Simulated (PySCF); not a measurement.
Write Cartesian coordinates for InChI=1S/C4H7Cl/c1-3-2-4(3)5/h3-4H,2H2,1H3/t3-,4-/m1/s1 as optimised with PBE0-D3(BJ)/def2-SVP.

```xyz
12
C4H7Cl angstrom
C      1.187    0.359    0.465
C     -0.055   -0.457    0.699
C     -0.828   -1.057   -0.446
C     -1.398    0.084    0.332
Cl    -2.775   -0.186    1.394
H      1.377    1.046    1.304
H      1.099    0.963   -0.452
H      2.070   -0.289    0.351
H     -0.052   -1.063    1.612
H     -0.495   -0.854   -1.469
H     -1.283   -2.039   -0.299
H     -1.451    1.068   -0.142
```

Orientation and origin are arbitrary. Atoms count from 1 in this order. The 3-membered ring C2–C3–C4 has internal angles of 59.7° to 60.5°.

Bonds between heavy atoms (Å): C1–C2 1.504, C2–C3 1.506, C3–C4 1.494, C4–Cl5 1.760, C2–C4 1.494.

Method: PySCF, PBE0-D3(BJ)/def2-SVP geometry optimisation, gas phase.

Point group: C1 (no symmetry element, even within 0.4 Å). Whether it is a minimum is left open (no frequencies).
